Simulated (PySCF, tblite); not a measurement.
**C₄H₅−: dynamics, then NMR shifts on frames**

How do NMR shifts of C₄H₅− (`[C-]#CCC`) change as the atoms move?

Programs: tblite 0.8.0 and PySCF 2.14.0, with density-fitted response routines of our own. Each step states its level of theory. These are calculated values for one molecule in the gas phase, unless marked as measured. Atoms count from 0, in the outputs and in this text.

### Step 1. The molecule as given

9 atoms, charge -1, multiplicity 1; geometry from: GFN2-xTB.

Bonds of the start (Å): C0–C1 1.23, C1–C2 1.49, C2–C3 1.54, C2–H4 1.11, C2–H5 1.11, C3–H6 1.09, C3–H7 1.10, C3–H8 1.09.

### Step 2. A short Langevin run with GFN2-xTB

What the job is given:

```
{"job": {"kind": "md", "xc": "GFN2-xTB", "basis": "xTB", "temperature": 400, "steps": 2000, "every": 50, "frames": 5}, "charge": -1, "multiplicity": 1}
C      2.609176    -0.470342     0.631071
C      1.520131     0.008497     0.323575
C      0.206125     0.601151    -0.052282
C     -0.911831    -0.450632    -0.129047
H      0.264363     1.110066    -1.038504
H     -0.106489     1.378218     0.678161
H     -0.661887    -1.212092    -0.870121
H     -1.880891    -0.010248    -0.403623
H     -1.025136    -0.948625     0.835590
```

Method: GFN2-xTB Langevin dynamics, gas phase.

Command:

```bash
$ OMP_NUM_THREADS=1 python probes_run.py task.json out
```

One launch serves the whole session: the jobs run in the order shown.

What it wrote:

```text
t/fs     T/K      E/eV
    0.0   372.1   -303.04857
   25.0   171.5   -302.87181
   50.0   171.7   -302.82481
   75.0   249.2   -302.85154
  100.0   315.2   -302.86881
  125.0   341.1   -302.82750
  150.0   265.5   -302.73036
  175.0   301.5   -302.80774
  200.0   317.7   -302.86236
  225.0   315.5   -302.77717
  250.0   292.2   -302.84064
  275.0   287.5   -302.81474
  300.0   279.1   -302.80756
  325.0   235.5   -302.79098
  350.0   243.4   -302.75125
  375.0   329.6   -302.73207
  400.0   337.6   -302.68872
  425.0   352.9   -302.74741
  450.0   417.6   -302.76578
  475.0   417.6   -302.78395
  500.0   518.1   -302.56793
  525.0   401.3   -302.42650
  550.0   637.3   -302.59244
  575.0   601.1   -302.56306
  600.0   368.7   -302.55723
  625.0   438.6   -302.59500
  650.0   344.3   -302.59271
  675.0   404.0   -302.68833
  700.0   328.4   -302.66578
  725.0   384.9   -302.71964
  750.0   383.3   -302.81127
  775.0   418.2   -302.64927
  800.0   375.0   -302.51517
  825.0   403.6   -302.68899
  850.0   315.7   -302.56390
  875.0   524.1   -302.72914
  900.0   402.5   -302.66461
  925.0   426.8   -302.71593
  950.0   304.2   -302.65320
  975.0   426.3   -302.79393
 1000.0   344.3   -302.76147
```

Wall time 7.2 s (1 thread of Arm Neoverse N1, shared host); peak memory 0.18 GiB.

Distance from the start (root mean square after alignment): 0 fs 0.00 Å, 200 fs 0.14 Å, 400 fs 0.15 Å, 600 fs 0.19 Å, 800 fs 0.44 Å, 1000 fs 0.18 Å.

Positions (Å) and forces (eV/Å) at 1000 fs:

```xyz
9

C    -0.822   -0.131    1.956    0.067   -0.251   -1.550
C    -0.840    0.034    0.717    0.129    0.196    2.795
C    -0.943    0.623   -0.613   -1.470   -1.230   -0.368
C    -1.443    2.032   -0.542   -1.056    1.081   -1.224
H    -1.714   -0.002   -1.208    0.846    0.555    0.031
H     0.005    0.650   -1.108    0.855   -0.322   -0.869
H    -2.262    2.160    0.137   -0.431   -0.173    0.724
H    -1.858    2.425   -1.508    0.347   -0.301    0.065
H    -0.676    2.719   -0.265    0.713    0.444    0.396
```

### Step 3. Nuclear shieldings: 250 fs, PBE0/pcSseg-1

What the job is given:

```
{"job": {"kind": "nmr", "xc": "PBE0", "basis": "pcSseg-1", "pop": false}, "charge": -1, "multiplicity": 1}
C      2.069600    -1.229300     1.580700
C      1.466600    -0.618000     0.693800
C      0.674000     0.114400    -0.348000
C     -0.745900    -0.442300    -0.644000
H      1.219000     0.280400    -1.272600
H      0.657400     1.154800     0.013700
H     -0.667500    -1.419200    -1.107200
H     -1.322600     0.120400    -1.363700
H     -1.412700    -0.582900     0.228600
```

Level: GIAO PBE0/pcSseg-1 NMR shielding, non-relativistic, gas phase.

What it wrote:

```text
coarse grid: 7448 points
cycle   1  E = -154.9794092536  dE =  2.533e-01  |g| = 5.586e-01  |ddm| = 2.657e+00
cycle   2  E = -154.9254349989  dE =  5.397e-02  |g| = 7.015e-01  |ddm| = 4.920e+00
cycle   3  E = -155.0787518950  dE = -1.533e-01  |g| = 1.808e-01  |ddm| = 3.729e+00
cycle   4  E = -155.0868816257  dE = -8.130e-03  |g| = 4.991e-02  |ddm| = 2.096e-01
cycle   5  E = -155.0874528931  dE = -5.713e-04  |g| = 1.320e-02  |ddm| = 4.854e-02
cycle   6  E = -155.0874953688  dE = -4.248e-05  |g| = 2.791e-03  |ddm| = 1.461e-02
cycle   7  E = -155.0874972545  dE = -1.886e-06  |g| = 4.266e-04  |ddm| = 3.035e-03
final grid: 71696 points
cycle   8  E = -155.1141766636  dE = -1.518e-05  |g| = 5.765e-03  |ddm| = 2.292e-02
cycle   9  E = -155.1141738792  dE =  2.784e-06  |g| = 6.699e-03  |ddm| = 1.792e-02
cycle  10  E = -155.1141851356  dE = -1.126e-05  |g| = 1.394e-03  |ddm| = 6.367e-03
cycle  11  E = -155.1141856514  dE = -5.157e-07  |g| = 1.832e-04  |ddm| = 2.395e-03
cycle  12  E = -155.1141856584  dE = -7.029e-09  |g| = 6.749e-05  |ddm| = 2.173e-04
cycle  13  E = -155.1141856596  dE = -1.221e-09  |g| = 9.696e-06  |ddm| = 1.689e-04
cycle  14  E = -155.1141856596  dE = -2.134e-11  |g| = 1.363e-06  |ddm| = 1.436e-05
converged SCF energy = -155.1141856596

GIAO shielding tensors (ppm)
atom      isotropic    diamagn.    paramagn.     s11        s22        s33       span
  0 C       12.319     287.568    -275.250   -108.729    -97.669    243.355    352.084
  1 C       89.982     257.643    -167.661    -15.765     -6.021    291.730    307.495
  2 C      169.099     245.019     -75.921    156.925    166.321    184.051     27.126
  3 C      168.500     245.563     -77.063    151.668    162.982    190.851     39.184
  4 H       30.004      29.212       0.791     24.530     29.834     35.648     11.118
  5 H       28.935      30.112      -1.177     22.872     29.378     34.554     11.682
  6 H       31.056      30.415       0.641     27.924     29.212     36.032      8.108
  7 H       31.691      30.938       0.753     27.705     28.827     38.541     10.836
  8 H       30.637      30.240       0.397     27.663     28.526     35.723      8.060
```

Run time: 6 s. Hardware: 1 thread of Arm Neoverse N1, shared host; peak memory 0.43 GiB.

Shifts follow as δ = σ(reference) − σ, with reference shieldings (ppm) from runs at the same level and on the same kind of geometry: 1H TMS 31.72, 13C TMS 186.9. The references are single molecules in the gas phase. Each atom is listed at this fixed geometry, with no averaging over motion; a spectrum would average atoms that exchange fast.

```csv
atoms,environment,σ (ppm),δ (ppm)
C0,carbanion centre,12.3,174.6
C1,alkyne carbon,90.0,96.9
C3,methyl carbon,168.5,18.4
C2,propargylic sp3 CH2,169.1,17.8
H5,hydrogen on a propargylic sp3 CH2,28.93,2.78
H4,hydrogen on a propargylic sp3 CH2,30.00,1.71
H8,hydrogen on a methyl carbon,30.64,1.08
H6,hydrogen on a methyl carbon,31.06,0.66
H7,hydrogen on a methyl carbon,31.69,0.03
```

### Step 4. NMR shieldings: 425 fs, PBE0/pcSseg-1

What the job is given:

```
{"job": {"kind": "nmr", "xc": "PBE0", "basis": "pcSseg-1", "pop": false}, "charge": -1, "multiplicity": 1}
C      1.628400    -1.932400     1.003100
C      1.301400    -1.006600     0.269800
C      0.764500    -0.029000    -0.677900
C     -0.765600    -0.043100    -0.658900
H      0.995500    -0.321400    -1.668700
H      1.080400     1.040200    -0.471500
H     -1.100900    -1.023300    -0.414300
H     -1.038000     0.166300    -1.693400
H     -1.225200     0.593000     0.060100
```

Method: GIAO PBE0/pcSseg-1 NMR shielding, non-relativistic, gas phase.

What it wrote:

```text
coarse grid: 7448 points
cycle   1  E = -154.9680489208  dE =  3.751e-01  |g| = 5.785e-01  |ddm| = 2.679e+00
cycle   2  E = -154.9128216809  dE =  5.523e-02  |g| = 7.169e-01  |ddm| = 5.193e+00
cycle   3  E = -155.0751323842  dE = -1.623e-01  |g| = 1.678e-01  |ddm| = 3.991e+00
cycle   4  E = -155.0818780070  dE = -6.746e-03  |g| = 5.693e-02  |ddm| = 2.256e-01
cycle   5  E = -155.0826214289  dE = -7.434e-04  |g| = 1.488e-02  |ddm| = 5.637e-02
cycle   6  E = -155.0826753035  dE = -5.387e-05  |g| = 2.635e-03  |ddm| = 1.610e-02
cycle   7  E = -155.0826770281  dE = -1.725e-06  |g| = 4.012e-04  |ddm| = 3.279e-03
final grid: 71696 points
cycle   8  E = -155.1087337313  dE = -2.168e-05  |g| = 5.890e-03  |ddm| = 2.575e-02
cycle   9  E = -155.1087318238  dE =  1.907e-06  |g| = 6.551e-03  |ddm| = 1.938e-02
cycle  10  E = -155.1087425847  dE = -1.076e-05  |g| = 1.182e-03  |ddm| = 6.627e-03
cycle  11  E = -155.1087429511  dE = -3.664e-07  |g| = 2.006e-04  |ddm| = 2.165e-03
cycle  12  E = -155.1087429598  dE = -8.647e-09  |g| = 6.717e-05  |ddm| = 2.104e-04
cycle  13  E = -155.1087429610  dE = -1.201e-09  |g| = 1.142e-05  |ddm| = 1.817e-04
cycle  14  E = -155.1087429610  dE = -3.376e-11  |g| = 1.606e-06  |ddm| = 1.566e-05
converged SCF energy = -155.1087429610

GIAO shielding tensors (ppm)
atom      isotropic    diamagn.    paramagn.     s11        s22        s33       span
  0 C       11.887     288.962    -277.075   -108.437    -89.436    233.533    341.971
  1 C       83.636     257.392    -173.756    -38.558     -2.616    292.082    330.640
  2 C      167.257     247.498     -80.241    159.780    167.316    174.677     14.897
  3 C      164.095     248.765     -84.669    133.860    164.160    194.266     60.406
  4 H       29.912      30.627      -0.715     24.297     30.088     35.349     11.052
  5 H       28.992      29.291      -0.300     24.253     28.198     34.525     10.272
  6 H       31.157      32.329      -1.171     28.216     30.471     34.785      6.569
  7 H       30.619      31.468      -0.849     25.957     28.989     36.911     10.954
  8 H       31.158      32.474      -1.316     27.875     29.794     35.805      7.930
```

It took 5.8 s on 1 thread of Arm Neoverse N1, shared host; peak memory 0.44 GiB.

Key values: δ C0 175.0, C1 103.3, C3 22.8, C2 19.7, H5 2.73, H4 1.81 ppm.

### Step 5. Shielding tensors: 625 fs, PBE0/pcSseg-1

What the job is given:

```
{"job": {"kind": "nmr", "xc": "PBE0", "basis": "pcSseg-1", "pop": false}, "charge": -1, "multiplicity": 1}
C      0.212500    -1.657700     1.321800
C      0.469600    -0.816300     0.457700
C      0.453000     0.359800    -0.345400
C     -0.973900     0.483300    -0.971100
H      1.221600     0.195700    -1.223600
H      0.627100     1.308300     0.329400
H     -1.143500    -0.437000    -1.500600
H     -1.049400     1.379700    -1.665000
H     -1.693800     0.512300    -0.201300
```

With the program's defaults for keys left out, this is: GIAO PBE0/pcSseg-1 NMR shielding, non-relativistic, gas phase.

What it wrote:

```text
coarse grid: 7448 points
cycle   1  E = -154.9633926406  dE =  2.869e-01  |g| = 5.753e-01  |ddm| = 2.601e+00
cycle   2  E = -154.8892969432  dE =  7.410e-02  |g| = 7.470e-01  |ddm| = 4.269e+00
cycle   3  E = -155.0708465284  dE = -1.815e-01  |g| = 1.675e-01  |ddm| = 3.221e+00
cycle   4  E = -155.0772711559  dE = -6.425e-03  |g| = 6.901e-02  |ddm| = 2.135e-01
cycle   5  E = -155.0783893897  dE = -1.118e-03  |g| = 1.579e-02  |ddm| = 6.674e-02
cycle   6  E = -155.0784507759  dE = -6.139e-05  |g| = 3.011e-03  |ddm| = 1.714e-02
cycle   7  E = -155.0784530889  dE = -2.313e-06  |g| = 4.488e-04  |ddm| = 3.714e-03
final grid: 71696 points
cycle   8  E = -155.1046481739  dE = -1.490e-05  |g| = 5.084e-03  |ddm| = 1.942e-02
cycle   9  E = -155.1046462806  dE =  1.893e-06  |g| = 5.835e-03  |ddm| = 1.488e-02
cycle  10  E = -155.1046550302  dE = -8.750e-06  |g| = 1.034e-03  |ddm| = 5.723e-03
cycle  11  E = -155.1046553034  dE = -2.731e-07  |g| = 2.130e-04  |ddm| = 1.567e-03
cycle  12  E = -155.1046553143  dE = -1.089e-08  |g| = 5.622e-05  |ddm| = 2.300e-04
cycle  13  E = -155.1046553151  dE = -8.077e-10  |g| = 1.297e-05  |ddm| = 1.318e-04
converged SCF energy = -155.1046553151

GIAO shielding tensors (ppm)
atom      isotropic    diamagn.    paramagn.     s11        s22        s33       span
  0 C       -1.978     283.898    -285.876   -122.042   -104.456    220.564    342.607
  1 C       77.534     261.920    -184.385    -42.977    -18.199    293.779    336.756
  2 C      152.718     245.852     -93.135    147.618    151.800    158.735     11.117
  3 C      156.568     248.869     -92.301    135.277    148.869    185.558     50.281
  4 H       27.511      28.048      -0.536     22.454     26.747     33.333     10.878
  5 H       26.675      28.454      -1.779     21.946     26.193     31.887      9.941
  6 H       30.612      31.578      -0.966     28.282     29.263     34.290      6.008
  7 H       29.837      29.529       0.308     26.099     27.153     36.257     10.158
  8 H       31.129      32.497      -1.368     29.042     29.672     34.674      5.632
```

Run time: 5.5 s. Hardware: 1 thread of Arm Neoverse N1, shared host; peak memory 0.44 GiB.

In short: δ C0 188.9, C1 109.4, C2 34.2, C3 30.4, H5 5.04, H4 4.21 ppm.

### Step 6. NMR shieldings: 800 fs, PBE0/pcSseg-1

What the job is given:

```
{"job": {"kind": "nmr", "xc": "PBE0", "basis": "pcSseg-1", "pop": false}, "charge": -1, "multiplicity": 1}
C     -0.965600    -1.132900     1.472100
C     -0.348300    -0.251300     0.906400
C      0.130100     0.739100    -0.155200
C     -1.057500     1.330400    -0.881500
H      0.791100     0.227100    -0.879800
H      0.591000     1.663200     0.425100
H     -1.007800     1.008900    -1.972500
H     -1.039600     2.415200    -0.998500
H     -2.081900     0.990200    -0.500300
```

With the program's defaults for keys left out, this is: GIAO PBE0/pcSseg-1 NMR shielding, non-relativistic, gas phase.

What it wrote:

```text
coarse grid: 7448 points
cycle   1  E = -154.9540483662  dE =  2.347e-01  |g| = 5.817e-01  |ddm| = 2.587e+00
cycle   2  E = -154.8716447957  dE =  8.240e-02  |g| = 7.703e-01  |ddm| = 4.142e+00
cycle   3  E = -155.0622698581  dE = -1.906e-01  |g| = 1.703e-01  |ddm| = 3.117e+00
cycle   4  E = -155.0690783012  dE = -6.808e-03  |g| = 6.646e-02  |ddm| = 1.994e-01
cycle   5  E = -155.0701132411  dE = -1.035e-03  |g| = 1.604e-02  |ddm| = 6.317e-02
cycle   6  E = -155.0701761293  dE = -6.289e-05  |g| = 3.564e-03  |ddm| = 1.580e-02
cycle   7  E = -155.0701794171  dE = -3.288e-06  |g| = 5.164e-04  |ddm| = 4.341e-03
final grid: 71696 points
cycle   8  E = -155.0969201092  dE = -1.441e-05  |g| = 5.095e-03  |ddm| = 2.011e-02
cycle   9  E = -155.0969173866  dE =  2.723e-06  |g| = 6.147e-03  |ddm| = 1.500e-02
cycle  10  E = -155.0969271019  dE = -9.715e-06  |g| = 1.106e-03  |ddm| = 5.794e-03
cycle  11  E = -155.0969274215  dE = -3.197e-07  |g| = 2.102e-04  |ddm| = 1.634e-03
cycle  12  E = -155.0969274314  dE = -9.824e-09  |g| = 7.196e-05  |ddm| = 2.249e-04
cycle  13  E = -155.0969274327  dE = -1.370e-09  |g| = 1.083e-05  |ddm| = 1.427e-04
cycle  14  E = -155.0969274328  dE = -3.118e-11  |g| = 1.878e-06  |ddm| = 1.702e-05
converged SCF energy = -155.0969274328

GIAO shielding tensors (ppm)
atom      isotropic    diamagn.    paramagn.     s11        s22        s33       span
  0 C        9.619     283.415    -273.796   -115.815    -89.106    233.777    349.592
  1 C       80.688     261.383    -180.695    -50.397      4.919    287.541    337.938
  2 C      159.544     244.539     -84.995    151.029    159.985    167.620     16.591
  3 C      157.238     245.185     -87.947    119.511    162.407    189.797     70.287
  4 H       28.499      30.554      -2.055     23.733     28.312     33.453      9.720
  5 H       27.428      28.024      -0.597     22.374     26.996     32.913     10.539
  6 H       29.302      29.304      -0.002     25.528     28.210     34.169      8.640
  7 H       30.418      29.710       0.708     26.509     28.719     36.028      9.519
  8 H       28.597      28.390       0.208     25.029     28.432     32.330      7.301
```

Run time: 5.8 s. Hardware: 1 thread of Arm Neoverse N1, shared host; peak memory 0.44 GiB.

Key values: δ C0 177.3, C1 106.2, C3 29.7, C2 27.4, H5 4.29, H4 3.22 ppm.

### Step 7. Shielding tensors: 1000 fs, PBE0/pcSseg-1

What the job is given:

```
{"job": {"kind": "nmr", "xc": "PBE0", "basis": "pcSseg-1", "pop": false}, "charge": -1, "multiplicity": 1}
C     -0.822100    -0.131200     1.956100
C     -0.840000     0.034100     0.716500
C     -0.942800     0.622800    -0.613200
C     -1.443000     2.032400    -0.542500
H     -1.713500    -0.001600    -1.207800
H      0.005300     0.650400    -1.108000
H     -2.261600     2.159900     0.136500
H     -1.858400     2.425100    -1.507600
H     -0.676200     2.719300    -0.265000
```

With the program's defaults for keys left out, this is: GIAO PBE0/pcSseg-1 NMR shielding, non-relativistic, gas phase.

What it wrote:

```text
coarse grid: 7448 points
cycle   1  E = -154.9785094819  dE =  3.315e-01  |g| = 5.571e-01  |ddm| = 2.642e+00
cycle   2  E = -154.9287122632  dE =  4.980e-02  |g| = 6.906e-01  |ddm| = 3.749e+00
cycle   3  E = -155.0784308049  dE = -1.497e-01  |g| = 1.713e-01  |ddm| = 2.669e+00
cycle   4  E = -155.0855315442  dE = -7.101e-03  |g| = 5.596e-02  |ddm| = 1.932e-01
cycle   5  E = -155.0862754541  dE = -7.439e-04  |g| = 1.136e-02  |ddm| = 5.262e-02
cycle   6  E = -155.0863065803  dE = -3.113e-05  |g| = 2.942e-03  |ddm| = 1.377e-02
cycle   7  E = -155.0863086753  dE = -2.095e-06  |g| = 4.525e-04  |ddm| = 3.062e-03
final grid: 71696 points
cycle   8  E = -155.1116779828  dE = -1.663e-05  |g| = 5.977e-03  |ddm| = 2.251e-02
cycle   9  E = -155.1116741921  dE =  3.791e-06  |g| = 7.173e-03  |ddm| = 1.542e-02
cycle  10  E = -155.1116868911  dE = -1.270e-05  |g| = 1.611e-03  |ddm| = 6.528e-03
cycle  11  E = -155.1116875778  dE = -6.867e-07  |g| = 1.947e-04  |ddm| = 2.116e-03
cycle  12  E = -155.1116875862  dE = -8.413e-09  |g| = 6.442e-05  |ddm| = 2.380e-04
cycle  13  E = -155.1116875873  dE = -1.118e-09  |g| = 1.237e-05  |ddm| = 1.525e-04
cycle  14  E = -155.1116875873  dE = -3.922e-11  |g| = 1.888e-06  |ddm| = 1.857e-05
converged SCF energy = -155.1116875873

GIAO shielding tensors (ppm)
atom      isotropic    diamagn.    paramagn.     s11        s22        s33       span
  0 C       -1.354     282.696    -284.050   -125.438   -109.071    230.447    355.885
  1 C       78.118     258.959    -180.841    -39.151    -18.737    292.240    331.390
  2 C      164.763     244.468     -79.704    157.373    162.599    174.318     16.946
  3 C      164.671     242.988     -78.318    140.182    163.316    190.515     50.333
  4 H       28.095      28.257      -0.162     22.271     27.709     34.305     12.034
  5 H       29.923      31.974      -2.051     25.048     29.425     35.296     10.248
  6 H       31.000      29.503       1.497     27.986     29.907     35.106      7.120
  7 H       30.549      27.896       2.652     26.651     27.857     37.138     10.486
  8 H       31.113      30.245       0.868     28.226     29.336     35.777      7.551
```

Wall time 5.7 s (1 thread of Arm Neoverse N1, shared host); peak memory 0.45 GiB.

In short: δ C0 188.3, C1 108.8, C3 22.3, C2 22.2, H4 3.62, H5 1.79 ppm.

### Step 8. Run by run: NMR shifts

Shifts (ppm) of some atoms, chosen among heavy atoms and hydrogens apart, with basis size and wall time:

```csv
frame,C0,C1,C3,C2,H5,H4,H8,functions,time
250 fs,174.6,96.9,18.4,17.8,2.78,1.71,1.08,93,6 s
425 fs,175.0,103.3,22.8,19.7,2.73,1.81,0.56,93,5.8 s
625 fs,188.9,109.4,30.4,34.2,5.04,4.21,0.59,93,5.5 s
800 fs,177.3,106.2,29.7,27.4,4.29,3.22,3.12,93,5.8 s
1000 fs,188.3,108.8,22.3,22.2,1.79,3.62,0.60,93,5.7 s
```

### Step 9. Outcome

| quantity | value |
| --- | --- |
| thermostat | 400 K |
| mean temperature, second half | 417 K |
| mean potential energy above the minimum | 0.40 eV |
| 13C shifts against TMS (PBE0/pcSseg-1, 250 fs) | 174.6, 96.9, 18.4, 17.8 ppm |
| 1H shifts against TMS (PBE0/pcSseg-1, 250 fs) | 2.78, 1.71, 1.08, 0.66, 0.03 ppm |
| range of the shift of C2 | 17.8 to 34.2 ppm |

In words: In the second half the potential energy averages 0.40 eV above the minimum; equipartition over 21 harmonic modes at 400 K would give 0.36 eV. With 9 atoms the temperature swings widely (172 to 637 K). Shifts at one fixed geometry are not the observed spectrum, which averages over the motion. In the first frame run (250 fs): The largest span, 352 ppm, is at C0, where the paramagnetic term is -275 ppm. In ppm, C2 moves most: its shift spreads over 16.4 ppm, from 17.8 (250 fs) to 34.2 (625 fs).
